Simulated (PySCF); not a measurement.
## Electric properties by functional and basis

Species: sulfuryl chloride, Cl2O2S.
SMILES with atom numbers: `[O:1]=[S:2](=[O:3])([Cl:4])[Cl:5]`

Geometry (PBE0-D3(BJ)/def2-SVP, Å), atoms numbered from 1 in this order:
```
atom  x, y, z in Å
O1     1.1619   -0.1148   -1.1211
S2     0.2848   -0.0812    0.0155
O3     0.6710   -0.5201    1.3267
Cl4   -0.4551    1.8259    0.1862
Cl5   -1.4446   -1.0669   -0.4917
```

PySCF, dipoles from the SCF density, polarisabilities from static response with core orbitals frozen. Geometry: PBE0-D3(BJ)/def2-SVP; no solvent, vibrations or thermal averaging.

Reference dipole: 1.810 D (measured, gas; NIST CCCBDB Release 22 (SRD 101), experimental dipoles). The anisotropy is √(½[(α1 − α2)² + (α2 − α3)² + (α3 − α1)²]).

```json
{"level": "LDA/def2-SVPD", "μ (D)": "1.487", "error (%)": "-17.9", "α (Å³)": "8.98", "anisotropy (Å³)": "2.43"}
{"level": "PBE/def2-SVPD", "μ (D)": "1.404", "error (%)": "-22.5", "α (Å³)": "8.97", "anisotropy (Å³)": "2.43"}
{"level": "B3LYP/def2-SVPD", "μ (D)": "1.665", "error (%)": "-8.0", "α (Å³)": "8.75", "anisotropy (Å³)": "2.43"}
{"level": "PBE0/def2-SVPD", "μ (D)": "1.632", "error (%)": "-9.8", "α (Å³)": "8.63", "anisotropy (Å³)": "2.38"}
{"level": "BHandHLYP/def2-SVPD", "μ (D)": "1.934", "error (%)": "+6.9", "α (Å³)": "8.42", "anisotropy (Å³)": "2.41"}
{"level": "CAM-B3LYP/def2-SVPD", "μ (D)": "1.784", "error (%)": "-1.5", "α (Å³)": "8.64", "anisotropy (Å³)": "2.39"}
{"level": "wB97X-D/def2-SVPD", "μ (D)": "1.685", "error (%)": "-6.9", "α (Å³)": "8.57", "anisotropy (Å³)": "2.35"}
{"level": "LC-wPBE/def2-SVPD", "μ (D)": "1.723", "error (%)": "-4.8", "α (Å³)": "8.46", "anisotropy (Å³)": "2.27"}
{"level": "HF/def2-SVPD", "μ (D)": "2.261", "error (%)": "+24.9", "α (Å³)": "8.06", "anisotropy (Å³)": "2.43"}
{"level": "PBE0/6-31G*", "μ (D)": "1.298", "error (%)": "-28.3", "α (Å³)": "6.53", "anisotropy (Å³)": "2.70"}
```

For the dipole, the smallest error is 1.5% (CAM-B3LYP/def2-SVPD) and the largest 28.3% (PBE0/6-31G*). The dipole runs from 1.30 D (PBE0/6-31G*) to 2.26 D (HF/def2-SVPD). In one basis (def2-SVPD) the functionals order the polarisability from HF (lowest) to LDA (highest), a spread of 11%. With PBE0 the polarisability is 6.53 Å³ without diffuse functions (6-31G*) and 8.63 Å³ with them (def2-SVPD). Measured values can belong to vibrating molecules; the computed ones are for one fixed geometry.
